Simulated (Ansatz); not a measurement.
We consider zinc-blende MgTe (metastable phase), described by PBE0-D3(BJ) (Ansatz, a first-principles code, plane waves, PAW).

Numerical settings: plane-wave cutoff 460 eV, 8×8×8 k mesh, Fermi–Dirac smearing 0.01 eV, scalar-relativistic PAW data made under PBE.

Results at a series of volumes:

| V (Å³/atom) | E − E_lowest (meV/atom) | P (GPa) |
|---|---|---|
| 30.561 | 11.20 | 2.362 |
| 31.366 | 2.54 | 1.107 |
| 31.952 | 0.00 | 0.288 |
| 32.974 | 2.26 | -0.971 |
| 33.531 | 6.69 | -1.576 |

Problem. What bulk modulus B0 and pressure derivative B′ does a third-order Birch–Murnaghan fit give?

Solution. V0 = 32.174 Å³/atom, B0 = 41.4 GPa, B′ = 4.1 (fit to the energies at full precision).

Measured, for comparison: equilibrium volume per atom 33.08 Å³/atom (room temperature, no zero-point or thermal correction, from epitaxial CdTe/MgTe superlattices; as tabulated in Lucero et al. (2012), arXiv:1111.4515). Computed (rounded) less measured: equilibrium volume per atom -2.8 %.

Spin–orbit coupling is not included.

Computed values are for the static lattice.

It cost very roughly 9 core-minutes of CPU time.
